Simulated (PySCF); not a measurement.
Molecule: SMILES C(/CC)=C/[S-], [C$_{4}$H$_{7}$S]-.

Cartesian coordinates in Å; atom numbers follow the order of the lines, from 1:
```xyz
12

C    -1.568   -0.111    0.454
C    -0.437    0.447   -0.414
C     0.749   -0.464   -0.464
C     1.959   -0.141    0.023
S     2.421    1.322    0.768
H    -1.221   -0.240    1.477
H    -1.896   -1.082    0.080
H    -2.427    0.563    0.460
H    -0.831    0.627   -1.426
H    -0.100    1.400   -0.003
H     0.595   -1.441   -0.918
H     2.759   -0.882   -0.062
```

Total charge -1.

Frames of a GFN2-xTB Langevin trajectory at 300 K; GIAO PBE0/pcSseg-1 shieldings in PySCF, gas phase, non-relativistic; equivalent atoms averaged within each frame.

References, each an isolated molecule treated in the same way: ¹³C (186.93 ppm), ¹H (31.72 ppm) against TMS; ³³S (503.73 ppm) vs CS2. The references are static minima.

How do the shifts (ppm) fluctuate along the trajectory?

Results:


```tsv
time (fs)	C4	C3	C2	C1	S5	H12	H11	H9/H10	H6/H7/H8
optimised geometry	161.9	115.2	23.5	18.5	-27	7.63	4.44	2.92	0.62
250	160.0	114.3	27.9	17.7	22	8.17	4.41	3.40	1.21
425	162.9	110.8	27.7	15.7	40	8.71	4.39	2.55	0.90
625	170.2	123.7	19.0	16.7	-44	7.65	3.70	3.09	0.68
800	173.3	111.8	30.1	12.7	58	8.98	4.79	2.79	1.53
1000	169.2	108.5	28.0	17.5	30	8.75	4.34	2.39	1.13
mean of frames	167.1	113.8	26.5	16.1	21	8.45	4.33	2.84	1.09
standard deviation	5.5	5.9	4.3	2.0	39	0.53	0.40	0.41	0.32
```

5 frames give an uncertainty of the mean of about the standard deviation over 2.2 at best, since frames this close in time may not be independent; classical motion lacks zero-point vibration, and the reference would need the same averaging.
